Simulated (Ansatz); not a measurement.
Input file:

```yaml
crystal:
  periodic: [false, false, false]
  atoms:
    - {symbol: Zr, position_ang: [0.000000, 0.000000, 0.000000]}
    - {symbol: O, position_ang: [0.000000, 0.000000, 1.915000]}
basis:
  gaussian: {orbitals: def2-SVP}
total_charge: 1
magnetization: {spin_polarized: false, initial_magnetization: 3}
correlation: {method: ccsd_t, electrons: outside_noble_gas}
```

```sh
$ ansatz run in.yaml --threads 1 --pin off --events-out ev --progress --plain --max-ram 4096MiB --backend cpu
```

The program prints:

```
456 factors; integrals over basis functions are off by at most 9.9e-4 eV
mean field evaluation 1: about -3284.9866 eV, gradient 5.1e1 eV
mean field evaluation 2: about -3285.0564 eV, gradient 5.1e1 eV
mean field evaluation 4: about -3292.0472 eV, gradient 6.6e0 eV
mean field evaluation 8: about -3292.4534 eV, gradient 1.7e0 eV
mean field evaluation 16: about -3292.4849 eV, gradient 1.9e-6 eV
mean field evaluation 32: about -3292.9700 eV, gradient 2.5e-1 eV
mean field evaluation 64: about -3284.9864 eV, gradient 5.1e1 eV
mean field evaluation 96: about -3292.4849 eV, gradient 6.9e-5 eV
mean field evaluation 128: about -3292.4849 eV, gradient 5.7e-3 eV
mean field evaluation 160: about -3292.9951 eV, gradient 2.1e-6 eV
...
mean field evaluation 2080: about -3292.2406 eV, gradient 3.3e-1 eV
mean field evaluation 2112: about -3291.9426 eV, gradient 7.2e-1 eV
mean field evaluation 2144: about -3290.8550 eV, gradient 3.2e0 eV
mean field evaluation 2176: about -3290.0863 eV, gradient 5.3e-1 eV
mean field -3292.99512858 eV, -121.0153389031 hartree, gradient 7.0e-7 eV, S^2 3.750000; 33 other end points of the search recorded, 0 dependent functions left out
mean field evaluation 2208: about -3289.5138 eV, gradient 2.1e1 eV
mean field evaluation 2240: about -3293.0524 eV, gradient 1.0e0 eV
mean field evaluation 2272: about -3293.1386 eV, gradient 9.8e-4 eV
mean field evaluation 2304: about -3287.1528 eV, gradient 1.4e1 eV
mean field evaluation 2336: about -3288.4457 eV, gradient 1.7e0 eV
determinant -3292.99512858 eV, -121.0153389031 hartree, with singles and doubles -3298.24708716 eV, -121.2083448211 hartree
determinant -3292.98187713 eV, -121.0148519211 hartree, with singles and doubles -3298.23216320 eV, -121.2077963755 hartree
determinant -3292.60095051 eV, -121.0008531263 hartree, with singles and doubles -3297.85104933 eV, -121.1937906991 hartree
determinant -3292.48487563 eV, -120.9965874530 hartree, with singles and doubles -3297.82315241 eV, -121.1927655064 hartree
determinant -3292.46515936 eV, -120.9958628936 hartree, with singles and doubles -3297.56366626 eV, -121.1832295662 hartree
determinant -3292.42243050 eV, -120.9942926367 hartree, with singles and doubles -3297.56344149 eV, -121.1832213061 hartree
determinant -3292.25268153 eV, -120.9880544773 hartree, with singles and doubles -3297.33163932 eV, -121.1747027332 hartree
determinant -3292.18049508 eV, -120.9854016742 hartree, with singles and doubles -3297.51711345 eV, -121.1815187820 hartree
determinant -3292.14016145 eV, -120.9839194405 hartree, with singles and doubles -3297.25192846 eV, -121.1717734132 hartree
determinant -3291.99042892 eV, -120.9784168716 hartree, with singles and doubles -3297.14861169 eV, -121.1679765919 hartree
determinant -3291.92479363 eV, -120.9760048192 hartree, with singles and doubles -3297.22304704 eV, -121.1707120407 hartree
determinant -3291.91445135 eV, -120.9756247472 hartree, with singles and doubles -3297.11610509 eV, -121.1667819967 hartree
determinant -3291.55097664 eV, -120.9622672983 hartree, with singles and doubles -3296.80297563 eV, -121.1552747010 hartree
determinant -3291.27503986 eV, -120.9521268086 hartree, with singles and doubles -3296.63513457 eV, -121.1491066558 hartree
determinant -3290.17611555 eV, -120.9117420851 hartree, with singles and doubles -3295.38158445 eV, -121.1030395386 hartree
determinant -3290.00120390 eV, -120.9053142003 hartree, with singles and doubles -3295.32709347 eV, -121.1010370319 hartree
determinant -3292.99512858 eV, -121.0153389031 hartree, with singles and doubles -3298.25191703 eV, -121.2085223155 hartree
determinant -3292.98187713 eV, -121.0148519211 hartree, with singles and doubles -3298.23659569 eV, -121.2079592665 hartree
determinant -3292.60095051 eV, -121.0008531263 hartree, with singles and doubles -3297.87403095 eV, -121.1946352581 hartree
determinant -3292.48487563 eV, -120.9965874530 hartree, with singles and doubles -3297.82931269 eV, -121.1929918924 hartree
5 core orbitals not correlated: weight in the atoms' cores, before any rotation towards them, 0.948 or more for the frozen orbitals, at most 0.048 for the correlated occupied ones
reference -3292.99512858 eV, -121.0153389031 hartree; 6, 3 occupied and 34, 37 virtual orbitals, 456 factors
second order -4.86136740 eV of doubles, -0.06226556 eV of singles
cycle   1  -5.25678709 eV  change    1.4e-6 eV  update   3.2e-6
perturbative correction -0.18956942 eV, -0.0069665477 hartree
Total energy: -3298.44148509 eV, -121.2154888132 hartree
```

Ran on 1 thread of AMD EPYC 7R13, shared host: 13 s wall, 0.15 GiB peak host memory.
